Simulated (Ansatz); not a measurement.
## Structure relaxation of Rh

Level of theory: DFT PBEsol, scalar-relativistic, plane waves, PAW (Ansatz). Cutoff 420 eV, Γ-centred k mesh, Gaussian smearing, no spin polarisation in the final step.

Rh was placed on the alpha-gallium structure type (Cmce, No. 64), at a guessed volume.

```
Rh
1.0
     2.04535   -3.46649    0.00000
     2.04535    3.46649    0.00000
     0.00000    0.00000    4.09614
Rh
4
Direct
  0.15250 0.84750 0.07850
  0.65250 0.34750 0.42150
  0.84750 0.15250 0.92150
  0.34750 0.65250 0.57850
```

Cell and atoms relax at zero pressure; the relaxation can't lower the symmetry of the start. After a coarse first stage the cell is made exact in the group found at 0.06 Å.

Energies count from the standard state of Rh at the same level.

Describe the relaxed structure.

It ends in I4/mmm (No. 139). Conventional cell: a = 2.650 Å, c = 8.449 Å. Rh is coordinated by 1 Rh at 2.41 Å and 8 Rh at 2.61–2.65 Å.

Space group I4/mmm (No. 139). a = 2.650 Å, b = 2.650 Å, c = 8.449 Å, α = 90.00°, β = 90.00°, γ = 90.00°
```json
{"atom": "Rh", "site": "4e", "symmetry": "4mm", "x": "0.0000", "y": "0.0000", "z": "0.1424"}
```

What are its volume, energy, density and gap?

The volume per atom is 14.84 Å³ and the density is 11.52 g/cm³. The energy over the standard structure is 0.40 eV/atom and the gap on the 28×28×28 mesh is 0 eV (a metal).

The final run used a 28×28×28 mesh on its 2-atom cell and 0.10 eV smearing. For metals, differences of a few meV/atom aren't resolved. Symmetry constrained the relaxation, so the result can be a saddle point. The steps took about 9 core-minutes in all.

This form isn't the element's structure at ambient conditions.